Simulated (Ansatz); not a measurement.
C3H5N, SMILES `CCC#N`, relaxed with RKS PBE-D4/def2-SVP in Ansatz from a rough embedded geometry. The force threshold is 0.03 eV/Å; the program also tests the step.

The species carries charge 0 and has multiplicity 1.

Start:

```xyz
9

C    -0.299   -0.904    0.022
C    -0.095    0.488   -0.404
C     0.707    1.175    0.587
N     1.472    1.734    1.379
H    -0.858   -1.008    0.990
H    -0.959   -1.476   -0.744
H     0.628   -1.506    0.100
H    -1.010    0.990   -0.504
H     0.415    0.507   -1.426
```

Question: By how much does the energy fall, and how many steps does the optimiser take? (Best estimate.)

Answer: The calculation gave: 10.51 kcal/mol, in 5 steps.

Question: Which bonds change most? (Estimate.)

Answer: Ansatz gave: C1–C2 from 1.470 to 1.537 Å; C3–N4 from 1.235 to 1.171 Å; C2–H8 from 1.049 to 1.111 Å; C1–H6 from 1.162 to 1.107 Å.

Question: Give the relaxed structure. (Estimate.)

Answer: The calculation gave: 
```xyz
9

C    -0.331   -0.977    0.014
C    -0.070    0.483   -0.391
C     0.766    1.208    0.568
N     1.438    1.766    1.349
H    -0.859   -1.034    0.985
H    -0.958   -1.476   -0.751
H     0.617   -1.541    0.106
H    -1.027    1.038   -0.498
H     0.426    0.533   -1.383
```
